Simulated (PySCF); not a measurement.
Molecule: `CC[C@H](C)O`, C4H10O.

Geometry:
```tsv
atom	x (Å)	y (Å)	z (Å)
C1	2.000	-0.241	0.068
C2	0.564	-0.699	-0.116
C3	-0.458	0.385	0.188
C4	-1.887	-0.114	0.050
O5	-0.204	1.455	-0.697
H6	2.714	-1.035	-0.201
H7	2.197	0.046	1.114
H8	2.205	0.635	-0.563
H9	0.403	-1.029	-1.157
H10	0.350	-1.570	0.527
H11	-0.299	0.716	1.238
H12	-2.092	-0.943	0.745
H13	-2.610	0.689	0.270
H14	-2.070	-0.465	-0.977
H15	-0.813	2.169	-0.487
```

Geometry PBE0-D3(BJ)/def2-SVP throughout; GIAO in PySCF 2.14, gas phase, one conformer, non-relativistic; equivalent atoms averaged; functional PBE0.

Problem. How do the absolute shieldings σ depend on the basis set? (a selection of nuclei; ppm; last column core-seconds on shared hosts with different chips, so compare them loosely)

Solution. 
```
    basis set  functions     C3     C4     C1     O5     H9  H6/H7/H8    H10  H12/H13/H14    H15  core-s
       STO-3G         35  177.2  211.9  215.6  336.3  31.48     31.67  31.81        31.82  35.05     2.3
        6-31G         65  133.8  172.1  186.0  270.0  30.91     31.33  31.23        31.42  33.06     4.3
     pcSseg-0         65  122.3  163.0  178.7  280.0  31.30     31.56  31.68        31.48  33.64     4.6
       6-31G*         90  129.1  167.7  181.1  277.5  30.49     30.85  30.65        30.94  32.19     5.7
     def2-SVP        120  127.6  167.2  181.3  285.9  30.17     30.39  30.26        30.40  31.72     7.1
      cc-pVDZ        120  128.3  169.1  183.1  282.7  30.05     30.29  30.11        30.32  31.85     9.3
     pcSseg-1        135  114.6  156.6  171.3  268.4  30.03     30.16  30.15        30.17  31.23      14
6-311+G(2d,p)        195  117.0  159.5  174.4  264.0  30.26     30.48  30.23        30.48  31.72      15
  aug-cc-pVDZ        205  126.7  168.6  182.9  274.0  30.11     30.31  30.03        30.27  31.41      23
    def2-TZVP        215  115.2  159.0  173.8  266.7  30.21     30.45  30.17        30.45  31.65      18
     IGLO-III        275  111.4  155.6  171.0  262.4  30.11     30.34  30.07        30.32  31.35      37
      cc-pVTZ        290  116.9  159.8  174.7  267.8  30.04     30.26  30.00        30.25  31.29      42
     pcSseg-2        320  110.9  155.4  170.9  262.8  29.97     30.20  29.95        30.19  31.01      46
```

Problem. Which nucleus among those listed moves most, in ppm?

Solution. O5 (alcohol oxygen): from 262.4 ppm with IGLO-III to 336.3 ppm with STO-3G. The smallest spread is 1.51 ppm, at H9. Proton shifts span only some 12 ppm, so a few tenths of a ppm matter as much there as several ppm in carbon.

Problem. Taking the largest basis, pcSseg-2 (320 functions), as the yardstick, rank the others by their worst heavy-atom deviation.

Solution. IGLO-III 0.5 ppm (275 functions), def2-TZVP 4.3 ppm (215 functions), pcSseg-1 5.7 ppm (135 functions), cc-pVTZ 6.0 ppm (290 functions), 6-311+G(2d,p) 6.1 ppm (195 functions), aug-cc-pVDZ 15.8 ppm (205 functions), pcSseg-0 17.2 ppm (65 functions), 6-31G* 18.2 ppm (90 functions), cc-pVDZ 19.9 ppm (120 functions), 6-31G 22.9 ppm (65 functions), def2-SVP 23.1 ppm (120 functions), STO-3G 73.6 ppm (35 functions).

A small basis that lands close on one nucleus may do so by chance; judge by the trend and by all nuclei.
